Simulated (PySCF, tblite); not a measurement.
**How well do the runs reproduce experiment for acetylene?**

**Experimental background.**

From NIST CCCBDB Release 22 (SRD 101), experimental polarizabilities, for the gas: mean polarisability 3.487 Å³.

CRC Handbook of Chemistry and Physics lists, for the gas at 298.15 K: standard entropy 200.9 J/(mol K).

Wang, Chong, Molecules 2025, 30, 2887 (The role of exchange energy in modeling core-electron binding energies of strongly polar bonds) lists, for the gas: C 1s binding energy of C1/C2 291.25 eV.

From CORE65 (Golze, Keller, Rinke, J. Phys. Chem. Lett. 2020, 11, 1840), as tabulated in Jana, Herbert, J. Chem. Phys. 2023, 158, 094111, SI, for the gas: C 1s binding energy of C1/C2 291.25 eV.

The runs below try to reproduce these values; the comparison stands at the end.

Compound: acetylene, C2H2.
Numbering: `[CH:1]#[CH:2]` (hydrogens: H3 on C1; H4 on C2)

Geometry (GFN2-xTB, Å), atoms numbered from 1 in this order:
```
atom  x, y, z in Å
C1     0.5396   -0.0056    0.5771
C2    -0.5345    0.0079    0.0562
H3     1.4840   -0.0173    1.0353
H4    -1.4789    0.0198   -0.4019
```

The PySCF runs (gas phase, on this GFN2-xTB geometry; non-relativistic but for the core-level run):

```tsv
level	job	basis functions	wall time
CAM-B3LYP/def2-SVPD	8 singlets by full TDDFT, 3 Tamm–Dancoff triplets, polarisability	56	1.1 s
delta-SCF UKS SCAN, pcX-2 on the ionised atom, pcseg-1 elsewhere, spin-free X2C	ΔSCF core ionisation, 1 hole	69	1.0 s
```

Hardware: Arm Neoverse V1, one thread, shared host.

GFN2-xTB wavenumbers (cm⁻¹, harmonic, unscaled, at the method's own geometry): 492, 493, 849, 849, 2156, 3352, 3428. Point group D∞h, symmetry number 2. Entropy at 298.15 K and 1 bar in J/(mol K): translation 149.5, rotation 45.4, vibration 7.1.

## Comparison

**Mean polarisability.** Measured: 3.487 Å³ (NIST CCCBDB Release 22 (SRD 101), experimental polarizabilities).

```json
{"level": "CAM-B3LYP/def2-SVPD", "computed (Å³)": "3.226", "computed − measured (Å³)": "-0.261", "% (from the printed values)": "-7"}
```

The computed values are static and purely electronic, with core orbitals frozen in the response (1 au = 0.148185 Å³). The table of measured values doesn't say here whether a value is static or optical, or holds a vibrational part.

**Standard entropy at 298.15 K.** Measured: 200.9 J/(mol K) (298.15 K; CRC Handbook of Chemistry and Physics).

```
                                        level  computed (J/(mol K))  computed − measured (J/(mol K))  % (from the printed values)
GFN2-xTB, rigid rotor and harmonic oscillator                 202.0                             +1.1                           +1
```

Ideal gas at 1 bar, most abundant isotopes; table values of this kind come from calorimetry or from spectroscopic constants.

**Core binding energies.** Delta-SCF UKS SCAN, pcX-2 on the ionised atom, pcseg-1 elsewhere, spin-free X2C (PySCF 2.14.0).

| level and atom | computed (eV) | measured (eV) | computed − measured (eV) |
| --- | --- | --- | --- |
| C 1s, C1/C2 | 291.17 | 291.25 and 291.25 | -0.08 |

Sources, in the order of the opening: Wang, Chong, Molecules 2025, 30, 2887 (The role of exchange energy in modeling core-electron binding energies of strongly polar bonds); CORE65 (Golze, Keller, Rinke, J. Phys. Chem. Lett. 2020, 11, 1840), as tabulated in Jana, Herbert, J. Chem. Phys. 2023, 158, 094111, SI. The computed values are vertical, without vibrational structure; measured positions hang on the energy calibration. The first atom of each set that the bonding makes equivalent was ionised and stands for the set. Spin contamination (⟨S²⟩ against 0.75 for a pure doublet) is marked for C 1s of C1/C2 (0.85), which makes this value less certain.

No measured geometry was used, and the causes of the misses weren't examined.
